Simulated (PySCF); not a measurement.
HSiNH2, optimised at HF/6-31G*:

```xyz
5

N      0.2158    -0.1214    -0.2366
Si    -0.1069     0.2538    -1.8698
H     -0.4050    -0.6832     0.3070
H      1.0120     0.1737     0.2880
H      1.1455     1.0783    -2.0795
```

Computed with PySCF (xtb for GFN2) and rigid-rotor harmonic-oscillator thermochemistry at 1 bar. 6-31G* has spherical d functions here. All species are closed-shell singlets. B3LYP is the form with VWN-RPA correlation. HSiNH2: computed as isolated molecules; such fragments, hydroxides, amides, oligomers or adducts are transient or little studied in the gas.

Problem. List the harmonic frequencies (cm⁻¹, unscaled) at this level and at the other levels, each on its own geometry.

Solution. 
- HF/6-31G*: 621, 758, 778, 916, 1058, 1774, 2166, 3791, 3891
- B3LYP/6-31G*: 583, 697, 759, 854, 975, 1632, 2006, 3544, 3642
- GFN2-xTB: 358, 453, 694, 830, 898, 1540, 1974, 3403, 3515
- PBE/def2-SVP: 569, 659, 744, 834, 926, 1496, 1932, 3460, 3560
- PBE0/def2-TZVP: 585, 694, 743, 874, 960, 1591, 1998, 3584, 3682
